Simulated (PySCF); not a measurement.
An unknown is described by computed data only.

Formula: CH4O.

- 13C NMR: chemical shifts (computed TMS as zero) by class: 52.5 (1 C) ppm [GIAO PBE0/pcSseg-1]
- Rotational structure: rotational constants A, B, C: 127.509, 25.255, 24.358 GHz [PBE0-D3(BJ)/def2-SVP]
- NMR, other nuclei: isotropic shieldings of nuclei other than C and H, by class: 332 (1 O) ppm [GIAO PBE0/pcSseg-1]
- Dipole: 1.73 D [PBE0/pcSseg-1]
- 1H NMR: chemical shifts (computed TMS as zero) by class: 3.52 (3 H), -0.70 (1 H) ppm [GIAO PBE0/pcSseg-1]
- Couplings: largest of the computed one-bond spin–spin couplings (means over like bonds): 13C–1H +143.6 (×3), 17O–1H -70.7, 17O–13C +19.1 Hz [B3LYP/pcJ-1]

The electronic properties come from PySCF, for the isolated species, density fitting. Levels stand in brackets. Isolated species at its PBE0-D3(BJ)/def2-SVP geometry, gas phase. NMR values are class means; diastereotopic atoms form classes of their own.

Q: Propose a structure and show how it fits.

A: Its formula, CH4O, gives 0 degrees of unsaturation, so no ring and no π bond. The one carbon: carbinol carbon (C–OH) (52.5 ppm). Hydrogen classes from least to most shielded: 3 H on a carbinol carbon (C–OH) (3.52 ppm), 1 H on an alcohol oxygen (-0.70 ppm). The other shieldings belong to: 332 ppm, alcohol oxygen. The couplings run between: +143.6 Hz, carbinol carbon (C–OH) and its hydrogen (with 2 like pairs); -70.7 Hz, alcohol oxygen and its hydrogen; +19.1 Hz, alcohol oxygen and carbinol carbon (C–OH). The optimised geometry has point group Cs and is an asymmetric top. Structure: `CO` (CH4O).
